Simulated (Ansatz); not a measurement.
C$_{2}$H$_{6}$B (`[BH]CC`) radical, 9 atoms. Total charge 0; spin multiplicity 2. All runs use 2 threads of a server CPU on a shared host. Correlated methods freeze the cores. Open-shell runs search over several starts.

Problem. How many basis functions does each run have, and how long does it take in Ansatz? UKS ωB97M-V/def2-SVP energy; UHF-CCSD(T)/def2-SVP energy; UKS revPBE-D4/def2-TZVPP energy; UKS ωB97M-V/def2-QZVPP energy; UKS PBE0-D4/def2-TZVP relaxation (10 steps); UKS r2SCANh-D4/def2-TZVPP energy; UHF-MP2/def2-QZVPP energy; UKS PBE0-D4/def2-SVP energy; UKS CAM-B3LYP-D4/def2-TZVPP energy; UKS PBE0-D4/def2-TZVP frequencies; UKS PBE0-D4/def2-QZVPP energy; direct RPA on PBE orbitals/def2-TZVPP energy. (Estimate.)

Solution. Ansatz gave: Other jobs shared the machine, so times are rough.

```
                                level                    job  functions  wall time  peak host memory (GiB)
                 UKS PBE0-D4/def2-SVP                 energy         72        1 s                    0.15
             UKS revPBE-D4/def2-TZVPP                 energy        177        2 s                    0.21
                 UKS ωB97M-V/def2-SVP                 energy         72      2.8 s                    0.27
                 UHF-CCSD(T)/def2-SVP                 energy         72        3 s                    0.38
          UKS CAM-B3LYP-D4/def2-TZVPP                 energy        177      3.7 s                    0.41
direct RPA on PBE orbitals/def2-TZVPP                 energy        177        4 s                    0.45
            UKS r2SCANh-D4/def2-TZVPP                 energy        177      4.4 s                    0.39
               UKS PBE0-D4/def2-QZVPP                 energy        351        7 s                    0.96
               UKS ωB97M-V/def2-QZVPP                 energy        351       15 s                     1.2
                   UHF-MP2/def2-QZVPP                 energy        351       18 s                     1.5
                UKS PBE0-D4/def2-TZVP  relaxation (10 steps)        129       22 s                    0.26
                UKS PBE0-D4/def2-TZVP            frequencies        129       65 s                    0.25
```
